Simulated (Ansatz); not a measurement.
Two structures of AlNH4, closed shell, reached by relaxing down either side of one saddle point (PBE0-D4/def2-TZVP). Energies are electronic, without zero-point energy. Program: Ansatz 0.2.0. Basis: def2-TZVPP and def2-QZVPP. Cores are frozen in the correlated methods. Extrapolation: Hartree–Fock as exp(−7.88 √X), correlation as X^−2.97. First:

Al1  (-0.434, 0.629, -0.319)
H2  (0.371, 1.836, -0.954)
N3  (0.491, -0.713, 0.362)
H4  (1.496, -0.770, 0.377)
H5  (-2.014, 0.548, -0.255)
H6  (0.089, -1.531, 0.790)
(Å)

Second:

Al1  (-0.783, -0.052, 0.038)
H2  (0.809, 1.415, -0.743)
N3  (0.339, -1.142, 0.586)
H4  (1.143, 0.805, -0.432)
H5  (-1.809, 1.010, -0.497)
H6  (0.302, -2.035, 1.049)
(Å)

Question: Which bonds change from the first to the second?

Answer: AlNH₄ ([NH2][AlH2]) → AlNH₂ ([NH][AlH]) + H₂; bonds formed: H2–H4; bonds broken: Al1–H2, N3–H4.

Question: Give the saddle point's structure and its height above each. (An estimate is asked for; the value comes from the calculation.)

Answer: Computed: 3.153 eV above the first and 0.231 eV above the second (CCSD(T) at an estimated basis limit (MP2 extrapolated from triple and quadruple zeta, plus CCSD(T) − MP2 in triple zeta)).
```
6
angstrom
Al -0.7222 0.1799 -0.0831
H 0.8042 1.1525 -0.6072
N 0.4038 -0.9312 0.4761
H 1.0513 0.4162 -0.2297
H -2.0010 1.0067 -0.4931
H 0.4640 -1.8240 0.9371
```

No T1 diagnostic of these runs exceeds 0.028. The T1 diagnostic is large here, which may signal multireference character or strong orbital relaxation, so CCSD(T) is less sure.

Labels in which every atom is bracketed show which atoms are joined, not bond orders.

For scale, one of the runs: CCSD(T)/def2-TZVPP, 129 basis functions, launched by `ansatz run in.yaml --threads 2 --pin off --events-out ev --progress --plain --max-ram 4352MiB`. Hardware: 2 CPU threads of an Intel Xeon Platinum 8488C, shared host. Wall time about 4.1 s.
